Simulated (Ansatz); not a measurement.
BCl2H (BHCl2). Charge 0, multiplicity 1. Geometry relaxed at r2SCAN-D4/def2-TZVP.

```tsv
atom	x (Å)	y (Å)	z (Å)
B1	-0.0144	-0.1195	-0.0577
Cl2	1.5282	0.3360	0.6022
Cl3	-1.3714	0.9642	0.0265
H4	-0.1424	-1.1807	-0.5710
```

Problem. Estimate the harmonic wavenumbers at RKS r2SCAN-D4/def2-TZVP (Ansatz, unscaled). Is this a minimum?

Solution. 291, 738, 784, 903, 1091, 2694 cm⁻¹. Yes, no mode is imaginary beyond noise. Zero-point energy 38.9 kJ/mol. Hardware: 2 threads of Arm Neoverse V2 on a shared host. Wall time 23 s.
